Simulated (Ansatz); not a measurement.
Process, species as SMILES: CS (CH3-SH) → CH4S+ (doublet, bonded as CS) + e-
B3LYP-D3(BJ)/def2-TZVP geometries, fixed; electronic energies without zero-point terms.

Basis-set convergence of the adiabatic ionisation energy at PBE with Ansatz (a program for electronic structure). Cartesian d functions, on some or all atoms, in 6-31G**, 6-311G**, 6-311+G**; all else is spherical. The program fits the integrals of some runs and decomposes those of others, by size. Open shells are unrestricted. No added dispersion term, no relativity. Functions are those of the species that has most. Reference: the value in aug-pcseg-3, 9.238 eV, itself unsure by roughly 0.002 eV (its mean distance from aug-cc-pV(Q+d)Z, cc-pV(5+d)Z, def2-QZVPPD). Deviations are taken from unrounded values.

```
basis            functions  adiabatic ionisation energy (eV)  minus reference (eV)
---------------  ---------  --------------------------------  --------------------
STO-3G                  18                             6.985                -2.253
6-31G                   30                             9.385                 0.148
6-31G**                 54                             9.216                -0.022
6-311G**                69                             9.291                 0.053
6-311+G**               77                             9.288                 0.050
aug-pcseg-1             86                             9.287                 0.049
def2-TZVPD             119                             9.239                 0.002
pcseg-2                120                             9.248                 0.010
cc-pV(T+d)Z            125                             9.220                -0.018
jun-cc-pV(T+d)Z        143                             9.241                 0.003
def2-QZVPPD            274                             9.239                 0.001
aug-cc-pV(Q+d)Z        353                             9.239                 0.001
cc-pV(5+d)Z            411                             9.234                -0.004
```

The smallest set listed that lies within 0.1 eV of the reference with all its larger relatives (same family, alike in diffuse functions; a set with none counts only in the reference's own line) is 6-31G** (54 functions, -0.022 eV off). (Relatives not listed, tested too: 6-311++G(2d,2p) 0.013, def2-TZVPPD 0.003, 6-311++G(3df,3pd) 0.012, aug-pcseg-2 0.011, aug-cc-pV(T+d)Z 0.003, cc-pV(Q+d)Z -0.007, pcseg-3 -0.001, aug-pcseg-3 0.000 eV.)
